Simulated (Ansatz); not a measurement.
A structure relaxed at PBE0-D4/def2-TZVP, charge 0, multiplicity 1:

```xyz
9

F    -0.082   -0.774    2.122
C     0.087   -0.357    0.868
C    -0.952    0.268    0.142
C    -0.535    0.601   -1.111
S     1.088    0.155   -1.382
C     1.255   -0.494    0.186
H    -1.940    0.451    0.540
H    -1.100    1.087   -1.891
H     2.177   -0.935    0.528
```

**Question.** Give its formula and SMILES.

**Answer.** C4H3FS, `Fc1ccsc1`.

**Question.** Point group (tolerance 0.08 Å, 0.16 Å for H)?

**Answer.** Cs.

**Question.** Summarise the bond lengths by kind.

**Answer.** 1 × C–F 1.332 Å; 3 × C–C 1.360 to 1.412 Å; 3 × C–H 1.078 to 1.081 Å; 2 × C–S 1.704 to 1.705 Å.

Computed with Ansatz.
